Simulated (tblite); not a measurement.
C5H11O (doublet state).
Atom-mapped SMILES: `[CH3:1][CH2:2][C:3]([CH3:4])[O:5][CH3:6]` (hydrogens: H7, H8, H9 on C1; H10, H11 on C2; H12, H13, H14 on C4; H15, H16, H17 on C6)

Structure used (GFN2-xTB), in Å, numbered top down from 1:
```xyz
17
C5H11O angstrom
C     -1.5883   -1.4967   -0.4428
C     -1.4115   -0.2881    0.4947
C     -0.1122    0.4144    0.3036
C      0.1788    1.1654   -0.9482
O      0.9030   -0.1111    1.0866
C      2.2030    0.3713    0.8996
H     -2.5381   -1.9889   -0.2463
H     -1.5697   -1.1777   -1.4820
H     -0.7848   -2.2110   -0.2836
H     -2.2330    0.4119    0.3213
H     -1.4629   -0.6361    1.5273
H     -0.7598    1.4886   -1.3903
H      0.7898    2.0499   -0.7586
H      0.7113    0.5573   -1.6918
H      2.2649    1.4499    1.0843
H      2.8270   -0.1497    1.6253
H      2.5755    0.1629   -0.1091
```

Level: GFN2-xTB in tblite, geometry and Hessian alike; calculated harmonic values, unscaled, isolated species. Against measured fundamentals such values can be off by several per cent, at times by over 20. One conformer, not necessarily the lowest. Open shells enter through the occupations alone, without spin polarisation, and single modes of such species can be off by tens of per cent.

Harmonic wavenumbers (cm⁻¹): 55.5, 75.7, 136.8, 180.3, 205.4, 210.7, 284.0, 357.0, 407.6, 503.2, 785.0, 810.0, 952.0, 1000.9, 1011.8, 1021.1, 1054.6, 1107.0, 1116.0, 1152.9, 1231.7, 1276.1, 1315.8, 1330.8, 1392.3, 1395.9, 1407.7, 1462.8, 1465.6, 1474.5, 1484.1, 1492.4, 1499.1, 1504.7, 2860.3, 2907.9, 2932.7, 2950.9, 2972.3, 2992.5, 3015.6, 3026.4, 3038.8, 3045.2, 3048.8.

A = 5747, B = 2276, C = 1908 MHz; mass 87.081 u (most abundant isotopes); point group C1, symmetry number 1; spin multiplicity 2.

**Question.** What is the zero-point energy?

**Answer.** Half the sum of the wavenumbers: 32476 cm⁻¹ = 92.85 kcal/mol.

**Question.** Entropy at 298.15 K, 1 bar (ideal gas, RRHO, classical rotation)?

**Answer.** Translation 39.33, rotation 26.96, vibration 23.44, spin (R ln 2) 1.38: S = 91.1 cal/(mol K).

**Question.** And Cp and H(298.15 K) − H(0)?

**Answer.** Cp = 30.73 cal/(mol K), of which vibrations give 22.78 (their classical limit is 45 R = 89.4); H(298.15 K) − H(0) = 6.00 kcal/mol without the zero-point energy, 3.63 from vibrations.

**Question.** What must be added to the electronic energy to get the Gibbs energy at 298.15 K and 1 bar?

**Answer.** ZPE + [H(298.15 K) − H(0)] − T·S = 92.85 + 6.00 − 27.16 = 71.69 kcal/mol.

**Question.** Which modes carry the vibrational entropy at 298.15 K?

**Answer.** 55.5 cm⁻¹: 4.61; 75.7 cm⁻¹: 4.00; 136.8 cm⁻¹: 2.85; 180.3 cm⁻¹: 2.33; 205.4 cm⁻¹: 2.08; 210.7 cm⁻¹: 2.04 cal/(mol K); the other 39 give 5.53 together.

**Question.** Blend soft modes into free rotors: weight 1/[1 + (100 cm⁻¹/ν̃)⁴] for the oscillator and the rest for a rotor with moment μB/(μ + B), μ = h/(8π²ν), B = 10⁻⁴⁴ kg m². What vibrational entropy results?

**Answer.** 21.66 cal/(mol K) in place of 23.44, which changes −T·S at 298.15 K by +0.53 kcal/mol.

Hindered rotation and anharmonicity are outside this model. Other conformers, if any are populated, would add a mixing term that is left out. The structure is chiral; the term R ln 2 for an equal mix with its mirror image is left out.
